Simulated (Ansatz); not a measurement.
System: bcc Mo. Method: LDA (Ansatz, a program for electronic structure, plane waves, PAW).

Run with plane-wave cutoff 520 eV, 28×28×28 k mesh, Fermi–Dirac smearing 0.084 eV (set by the program), no spin polarisation, scalar-relativistic PAW data made under PBE.

Cell (measured lattice):

Mo is modelled in the cubic space group Im-3m (No. 229), the bcc (W type) structure, Pearson symbol cI2. Conventional cell: a = b = c = 3.1471 Å, α = β = γ = 90.00°. Mo on 2a sees 8 Mo at 2.725 Å and 6 Mo at 3.147 Å. (Neighbours: up to the widest gap in distance over summed covalent radii, below 1.35, at either atom.)
(The calculation used a cell of 1 atom; values per cell refer to that cell.)

Task: Give the computed Young modulus, elastic constant C12, elastic constant C44 and elastic constant C11.

Result: 
* **Young modulus**: 295 GPa
* **elastic constant C12**: 152 GPa
* **elastic constant C44**: 93.2 GPa
* **elastic constant C11**: 454 GPa

Measured, for comparison: elastic constant C12 160 GPa, elastic constant C44 112 GPa, elastic constant C11 478 GPa (0 K, 300 K values taken to 0 K by the source's computed thermal shift; zero-point effects included; as tabulated in Gong and Corso (2024), arXiv:2406.16634). Computed (rounded) less measured: elastic constant C12 -5 %, elastic constant C44 -17 %, elastic constant C11 -5 %.

Note: shear constants of such metals converge slowly with the k mesh; the cell isn't this level's own, so it is under some stress, which shifts stiffness and frequencies.

Elastic constants are with the ions relaxed.

The computed numbers hold no vibrational or temperature effects.
